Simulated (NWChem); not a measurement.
# SiO cation, doublet; SMILES of the neutral closed-shell parent O=[Si]

All runs: NWChem. Spin-unrestricted. The geometry was optimised at B3LYP/6-31G* (spherical d), spin-unrestricted. The spin multiplicity was typed, not searched, and may not be the lowest. No stability test was run on the SCF state. Total energies compare along this basis series because the functional is fixed.

```
level           basis functions  energy (Ha)  highest occupied level (eV)  lowest empty minus highest occupied level, either spin (eV)   <S²>
--------------  ---------------  -----------  ---------------------------  -----------------------------------------------------------  -----
UHF/def2-SVP                 32    -363.2532                       -21.03                                                            …  0.795
UHF/def2-SVPD                47    -363.2581                       -21.10                                                        12.62  0.802
UHF/def2-TZVP                68    -363.4597                       -21.05                                                        12.85  0.800
UHF/def2-TZVPP               73    -363.4598                       -21.05                                                        12.85  0.800
UHF/def2-QZVP               127    -363.4723                       -21.04                                                        12.85  0.800
```

Problem. Complete the blanks.

Solution. 
- UHF/def2-SVP, lowest empty minus highest occupied level, either spin (eV): 12.76
